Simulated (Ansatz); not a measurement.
Reaction (isomerisation): `C/C=C/C=O` → `C#CCOC`

Calculated with Ansatz (gas phase, PBE0-D4/def2-TZVP geometries, no zero-point term in ΔE). CCSD(T)/CBS is the MP2 limit (def2-TZVPP, def2-QZVPP) plus CCSD(T) − MP2 in def2-TZVPP, frozen cores. DFT in def2-TZVPP. One conformer a species, not always the lowest.

CCSD(T)/CBS gives +174.7 kJ/mol.

**Question.** Another level gave +190.9 kJ/mol. Which?
A. PBE-D4/def2-TZVPP
B. MP2/def2-TZVPP
C. CAM-B3LYP-D4/def2-TZVPP
D. r2SCAN0/def2-TZVPP

**Answer.** D. r2SCAN0 190.9, PBE-D4 196.6, CAM-B3LYP-D4 181.0, MP2/def2-TZVPP 172.6 kJ/mol.

Largest T1 diagnostic among the species: 0.014.

At CCSD(T), def2-SVP lies +16.2 kJ/mol from the extrapolated value and def2-TZVPP +2.0 kJ/mol. From r2SCAN to r2SCAN0 (25 % exact exchange), in def2-TZVPP and without D4, ΔE moves by −4.3 kJ/mol.
